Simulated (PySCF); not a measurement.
An unknown shows these calculated signals:

¹H NMR (400 MHz, computed): δ 4.51 (dq, J = 53.5, 7.8 Hz, 2H).

¹³C{¹H} NMR (computed): δ 133.6 (C, qd, J = 352.0, 20.1 Hz), 83.7 (CH2, dq, J = 251.0, 40.6 Hz).

[PySCF 2.14.0 with density-fitted response routines: spin–spin couplings from B3LYP/pcJ-2; PBE0-D3(BJ)/def2-TZVP geometry; B97-2/pcSseg-2 with gauge-including orbitals; no solvent; fast rotation and ring inversion assumed for equivalent nuclei; relativity neglected; a single conformation]

δ = σ(ref) − σ, references computed at the same level: ¹H and ¹³C vs TMS.

Task: Which of these does the molecule contain: a (CH3)2CH unit, a benzene ring, a CF3 group, a vinyl group CH=CH2?

Result: 
- A (CH3)2CH unit: no.
- A benzene ring: no.
- A CF3 group: yes (δC 133.6).
- A vinyl group CH=CH2: no.

The data belong to `C(CF)(F)(F)F`, C2H2F4; they needn't prove each group on their own.

Carbon signals by region: 1 in the sp2 and nitrile region (100–160 ppm), 1 at 50–100 ppm.

Common functionals overestimate the size of one-bond C–F couplings by tens of Hz; these are unscaled. Splittings below 1 Hz are ignored in the labels, and close J values are merged. Shifts are as computed. Against solution values, carbons near 30 ppm lie about +3 ppm off and those near 130 ppm about +7 ppm. Of 1211 compounds with measured shifts, 218 miss one by over three times the rms of a fit or turn the order of signals round; such compounds aren't used in these exercises.
